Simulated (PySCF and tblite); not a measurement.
The numbers below are computed, except where a source is named.
System: pentafluorophosphorane, F₅P, numbered as in [F:1][P:2]([F:3])([F:4])([F:5])[F:6].

Geometries: PBE0-D3(BJ)/def2-SVP; energies: PBE0/pcSseg-1 + D3(BJ); zero-point and thermal terms from GFN2-xTB harmonic modes (soft modes blended into free rotors). Rate constants are transition-state-theory values, counting equivalent paths, without tunnelling. (PySCF 2.14 with density fitting, tblite 0.8.)

(1) How high is the barrier to the Berry pseudorotation at P2 with F6 as pivot, through which structure does it pass, and what rate follows at 298 K?

Answers

(1) The electronic barrier is 3.7 kcal/mol and ΔG‡(298 K) 4.3 kcal/mol, over a C4v saddle with an imaginary mode of 82i cm⁻¹ (GFN2-xTB). With 3 equivalent paths, k is 1.4×10¹⁰ s⁻¹, a mean lifetime of the start of 74 ps against this motion.
